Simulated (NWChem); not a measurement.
System: methanethiol (CH₄S); SMILES SC

Output (shortened):

```
             Northwest Computational Chemistry Package (NWChem) 7.3.0
             --------------------------------------------------------

 CS  symmetry detected

                             Geometry "geometry" -> ""
                             -------------------------

 Output coordinates in angstroms (scale by  1.889725989 to convert to a.u.)

  No.       Tag          Charge          X              Y              Z
 ---- ---------------- ---------- -------------- -------------- --------------
    1 C                    6.0000     0.01501635     1.15755641     0.00000000
    2 S                   16.0000     0.06830935    -0.66320467     0.00000000
    3 H                    1.0000    -0.48968166     1.50899854     0.89455313
    4 H                    1.0000     1.04685270     1.49330032     0.00000000
    5 H                    1.0000    -0.48968166     1.50899854    -0.89455313
    6 H                    1.0000    -1.25053702    -0.84536119     0.00000000

 Effective nuclear repulsion energy (a.u.)      56.4075470149

      Symmetry information
      --------------------

 Group name             Cs
 Group number              2
 Group order               2
 No. of unique centers     5

                                Z-matrix (autoz)
                                --------

 Units are Angstrom for bonds and degrees for angles

      Type          Name      I     J     K     L     M      Value
      ----------- --------  ----- ----- ----- ----- ----- ----------
    1 Stretch                  1     2                       1.82154
    2 Stretch                  1     3                       1.08557
    3 Stretch                  1     4                       1.08509
    4 Stretch                  1     5                       1.08557
    5 Stretch                  2     6                       1.33137
    6 Bend                     1     2     6                96.18728
    7 Bend                     2     1     3               109.70662
    8 Bend                     2     1     4               106.34756
    9 Bend                     2     1     5               109.70662
   10 Bend                     3     1     4               109.99452
   11 Bend                     3     1     5               110.98294
   12 Bend                     4     1     5               109.99452
   13 Torsion                  3     1     2     6          61.08135
   14 Torsion                  4     1     2     6         180.00000
   15 Torsion                  5     1     2     6         -61.08135

                           NWChem Geometry Optimization
                           ----------------------------

 maximum gradient threshold         (gmax) =   0.000450
 rms gradient threshold             (grms) =   0.000300
 maximum cartesian step threshold   (xmax) =   0.001800
 rms cartesian step threshold       (xrms) =   0.001200
 fixed trust radius                (trust) =   0.300000
 source of zmatrix                         =   autoz

          -------------------
          Energy Minimization
          -------------------

 Using diagonal initial Hessian
 Scaling for Hessian diagonals: bonds = 1.00  angles = 0.25  torsions = 0.10

          --------
          Step   0

                                 NWChem DFT Module
                                 -----------------

 Summary of "ao basis" -> "ao basis" (spherical)
 ------------------------------------------------------------------------------
       Tag                 Description            Shells   Functions and Types
 ---------------- ------------------------------  ------  ---------------------
 C                          def2-svp                 6       14   3s2p1d
 S                          def2-svp                 8       18   4s3p1d
 H                          def2-svp                 3        5   2s1p

      Symmetry analysis of basis
      --------------------------

        a'         36
        a"         16

[...]

      ----------------------
      Optimization converged
      ----------------------

  Step       Energy      Delta E   Gmax     Grms     Xrms     Xmax
  ---- ---------------- -------- -------- -------- -------- --------
@    4    -438.35122034 -2.3D-08  0.00001  0.00000  0.00006  0.00014
                                     ok       ok       ok       ok

                                Z-matrix (autoz)
                                --------

 Units are Angstrom for bonds and degrees for angles

      Type          Name      I     J     K     L     M      Value     Gradient
      ----------- --------  ----- ----- ----- ----- ----- ---------- ----------
    1 Stretch                  1     2                       1.81219   -0.00001
    2 Stretch                  1     3                       1.09896   -0.00001
    3 Stretch                  1     4                       1.09873   -0.00000
    4 Stretch                  1     5                       1.09896   -0.00001
    5 Stretch                  2     6                       1.35001    0.00000
    6 Bend                     1     2     6                97.01053    0.00000
    7 Bend                     2     1     3               111.95877   -0.00000
    8 Bend                     2     1     4               106.21377   -0.00000
    9 Bend                     2     1     5               111.95877   -0.00000
   10 Bend                     3     1     4               108.28771    0.00000
   11 Bend                     3     1     5               109.93649    0.00000
   12 Bend                     4     1     5               108.28771    0.00000
   13 Torsion                  3     1     2     6          61.99230    0.00000
   14 Torsion                  4     1     2     6         180.00000   -0.00000
   15 Torsion                  5     1     2     6         -61.99230   -0.00000

                         Geometry "geometry" -> "geometry"
                         ---------------------------------

 Output coordinates in angstroms (scale by  1.889725989 to convert to a.u.)

  No.       Tag          Charge          X              Y              Z
 ---- ---------------- ---------- -------------- -------------- --------------
    1 C                    6.0000     0.00737181     1.14407300     0.00000000
    2 S                   16.0000     0.07367816    -0.66690783     0.00000000
    3 H                    1.0000    -0.48596469     1.53722865     0.89986323
    4 H                    1.0000     1.05047449     1.48926092     0.00000000
    5 H                    1.0000    -0.48596469     1.53722865    -0.89986323
    6 H                    1.0000    -1.25931703    -0.88059542     0.00000000

 Effective nuclear repulsion energy (a.u.)      56.2440197672

      Symmetry information
      --------------------

 Group name             Cs
 Group number              2
 Group order               2
 No. of unique centers     5

[...]

 Rotational Constants
 --------------------
 A=   3.399348 cm-1  (  4.890794 K)
 B=   0.431962 cm-1  (  0.621482 K)
 C=   0.413984 cm-1  (  0.595617 K)

 Temperature                      =   298.15K
 frequency scaling parameter      =   1.0000

 Zero-Point correction to Energy  =   28.946 kcal/mol  (  0.046129 au)
 Thermal correction to Energy     =   31.188 kcal/mol  (  0.049701 au)
 Thermal correction to Enthalpy   =   31.780 kcal/mol  (  0.050645 au)

 Total Entropy                    =   60.384 cal/mol-K
   - Translational                =   37.514 cal/mol-K (mol. weight =  48.0034)
   - Rotational                   =   20.503 cal/mol-K (symmetry #  =        1)
   - Vibrational                  =    2.367 cal/mol-K

 Cv (constant volume heat capacity) =   10.122 cal/mol-K
   - Translational                  =    2.979 cal/mol-K
   - Rotational                     =    2.979 cal/mol-K
   - Vibrational                    =    4.164 cal/mol-K

[normal modes left out]

 ----------------------------------------------------------------------------
 Normal Eigenvalue ||           Projected Infra Red Intensities
  Mode   [cm**-1]  || [atomic units] [(debye/angs)**2] [(KM/mol)] [arbitrary]
 ------ ---------- || -------------- ----------------- ---------- -----------
    1       -0.000 ||    0.001871           0.043         1.824       2.963
    2       -0.000 ||    0.000010           0.000         0.010       0.016
    3        0.000 ||    0.001441           0.033         1.405       2.282
    4        0.000 ||    0.000374           0.009         0.365       0.592
    5        0.000 ||    0.000787           0.018         0.767       1.245
    6        0.000 ||    0.007224           0.167         7.043      11.438
    7      258.350 ||    0.020181           0.466        19.674      31.951
    8      732.944 ||    0.002104           0.049         2.051       3.331
    9      804.216 ||    0.000570           0.013         0.556       0.902
   10      966.104 ||    0.005951           0.137         5.801       9.421
   11     1095.997 ||    0.016322           0.377        15.912      25.841
   12     1340.867 ||    0.003628           0.084         3.537       5.745
   13     1447.381 ||    0.007622           0.176         7.431      12.068
   14     1460.900 ||    0.010030           0.231         9.777      15.879
   15     2715.672 ||    0.005637           0.130         5.495       8.924
   16     3069.145 ||    0.021016           0.485        20.488      33.273
   17     3178.918 ||    0.006177           0.143         6.022       9.779
   18     3187.469 ||    0.002748           0.063         2.679       4.351
 ----------------------------------------------------------------------------
```

Level: PBE0/def2-SVP. 

Which NWChem input produces such a log?

This is not unique; one that fits is the input that was run:
```
start job
memory heap 200 mb stack 900 mb global 1100 mb
geometry units angstroms
  C     -1.117640    -0.518717     0.064409
  S      0.515338     0.282372    -0.033827
  H     -1.215692    -1.034814     1.014310
  H     -1.852594     0.276684    -0.003356
  H     -1.238155    -1.207177    -0.766334
  H      1.230185    -0.836556     0.063798
end
basis spherical
  * library def2-svp
end
dft
  xc pbe0
  iterations 150
end
driver
  maxiter 120
end
task dft optimize
task dft freq
```
